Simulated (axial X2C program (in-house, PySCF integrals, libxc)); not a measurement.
**FAlF: properties at the nuclei**

Computed with an axial X2C code built on PySCF integrals: two-component X2C with atomic mean-field Coulomb and Gaunt terms, Gaussian nuclei, basis F dyall-av3z, Al dyall-v3z with contracted cores.

F–Al–F held linear, with bonds 1.669 and 1.669 Å (near the PBE0 minimum at charge 0 of the determinant lowest at the starting distance; the state shown can have its own minimum elsewhere, held linear; other orders of the atoms were not compared).

Input and command:
```json
{"zs": [9, 13, 9], "q": 0, "bas": ["dyall-av3z", "dyall-v3z", "dyall-av3z"], "r0": [1.9, 1.9], "symm": 1, "scan": ["PBE0", "HF", "r2SCAN"], "levels": ["PBE0", "HF", "PBE"], "nst": 2}
```
```bash
python solin.py task.json out
```

Keys: zs atomic numbers; q charge; bas basis sets; r0 starting distance in Å; symm equal bonds; scan levels of the two-bond scan; levels methods; nst determinants followed.

Determinant lowest in the PBE0 search, Ω = 1/2 (⟨Sz⟩ = 0.50, ⟨Lz⟩ = 0.00 at PBE0), spin on the atoms F 0.00, Al 0.50, F 0.00:

```
level  A∥/gI F (MHz)  qzz F (a.u.)  A∥/gI Al (MHz)  qzz Al (a.u.)
 PBE0            243          0.42            1280          -1.29
   HF            257          0.39            1340          -1.38
  PBE            233          0.41            1230          -1.25
```

A∥ (defined per Ω) follows by multiplying with gI = μI/(I μN); qzz is the electric field gradient, eQq0 = 234.96 MHz × Q/barn × qzz. The operators were transformed with the bare-nucleus X2C matrices; with these basis sets, hyperfine constants and field gradients can be off by tens of per cent, and where levels differ in sign neither size nor sign is settled.

Task: With gI(19F) = 5.2577, gI(27Al) = 1.4566, Q(27Al) = 0.1466 barn (g factors from the IAEA table of nuclear moments by Stone; Q from Pyykkö, Mol. Phys. 2018), turn the PBE0 values of the first state into constants in MHz.

Result: A∥(19F) = 243 × 5.2577 = 1280 MHz; A∥(27Al) = 1280 × 1.4566 = 1860 MHz; eQq0(27Al) = 234.96 × (0.1466) × (-1.29) = -44.4 MHz.

The molecule was held linear; bending was not examined, so a bent shape may lie lower.

Each state is one determinant with collinear spin. Unrestricted Hartree–Fock can overshoot spin polarisation at the nuclei. The search compared states at one distance, so a state with another bond length can lie lower.
